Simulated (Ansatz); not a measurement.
# One elementary step

Start structure (SiH2F2, singlet), relaxed at PBE0-D4/def2-TZVP:

Si1  (0.035, -0.022, -0.035)
H2  (0.688, 0.758, -1.103)
H3  (0.398, -1.451, -0.008)
F4  (-1.536, 0.094, -0.216)
F5  (0.416, 0.621, 1.363)
(Å)

The step: SiH₂F₂ ([F][SiH2][F]) → SiF₂ + H₂; bonds formed: H2–H3; bonds broken: Si1–H2, Si1–H3. Ansatz 0.2.0; basis: def2-TZVPP and def2-QZVPP; cores frozen in the correlated methods. Extrapolation: Hartree–Fock as exp(−7.88 √X), correlation as X^−2.97. Energies below are by CCSD(T) at an estimated basis limit (MP2 extrapolated from triple and quadruple zeta, plus CCSD(T) − MP2 in triple zeta).

Q: What are the electronic barrier and the energy of the step, from the start structure to the end structure? (An estimate is asked for; the value comes from the calculation.)

A: Computed: Barrier 3.813 eV; step energy 1.656 eV (uphill); reverse barrier, their difference, 2.157 eV. Barrier and step energy count from the start structure, the reverse barrier from the end structure.

The saddle point: One imaginary mode of 1518i cm⁻¹.
```json
{"pair": "H2–H3", "start (Å)": "2.48", "saddle (Å)": "1.23", "end (Å)": "0.75"}
{"pair": "Si1–H2", "start (Å)": "1.47", "saddle (Å)": "1.76", "end (Å)": "3.23"}
{"pair": "Si1–H3", "start (Å)": "1.47", "saddle (Å)": "1.48", "end (Å)": "3.28"}
```

Zero-point energy (harmonic, PBE0-D4): ZPE is 0.625 eV at the start and 0.497 eV at the saddle, so the barrier goes from 3.813 to 3.685 eV.

First-order rate constant out of the start structure at 498 K by transition-state theory, with harmonic vibrational free energies alone and no tunnelling: ΔA‡ = 3.682 eV, so k = (kB T/h) exp(−ΔA‡/kB T) ≈ 10^-24 s⁻¹ (an order of magnitude at best: rotation, the number of equivalent paths and anharmonicity are left out).

No T1 diagnostic of these runs exceeds 0.016. The restricted Hartree–Fock reference is unstable towards an unrestricted one at one or more of these structures. A large double-excitation amplitude points to some diradical character; no triplet was computed. The end structure is not quite a true minimum (one mode of 62i cm⁻¹).

Losses and insertions of silylenes and their heavier kin drive the gas-phase chemistry of silicon and germanium vapour deposition.

Labels in which every atom is bracketed show which atoms are joined, not bond orders.

For scale, one of the runs: CCSD(T)/def2-TZVPP, 132 basis functions, launched by `ansatz run in.yaml --threads 2 --pin off --events-out ev --progress --plain --max-ram 4352MiB`. Hardware: 2 CPU threads of an Intel Xeon 6975P-C, shared host. Wall time 6.5 s; peak host memory 0.77 GiB.
